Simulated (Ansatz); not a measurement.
CS. Total charge 0; spin multiplicity 1.

Bond lengths: C1–S2 1.529 Å.

Task: What are the harmonic wavenumbers in cm⁻¹ at PBE0-D4/def2-TZVP (Ansatz, finite differences of forces, unscaled)? (Estimate.)

Result: Ansatz gave: 1333.

Task: Is this a minimum?

Result: Yes, all 1 modes are real.

Task: Give the ideal-gas thermochemistry at 298.15 K and 1 bar (rigid rotor, harmonic oscillator; point group C∞v, symmetry number 1).

Result: Zero-point energy 8.0 kJ/mol; H(298) − E = 16.7 kJ/mol; entropy 210.4 J/(mol·K), of which translation 156.1, rotation 54.3, vibration 0.1; G(298) − E = -46.1 kJ/mol.

Task: And at 400, 500, 600, 800 and 1000 K?

Result: 
```csv
T (K),H − E (kJ/mol),S (J/mol/K),G − E (kJ/mol)
400,19.7,219.3,-68.0
500,22.9,226.3,-90.3
600,26.1,232.2,-113.2
800,32.8,241.8,-160.6
1000,39.8,249.6,-209.8
```

Task: Rotational constants (cm⁻¹)?

Result: 0.8249.
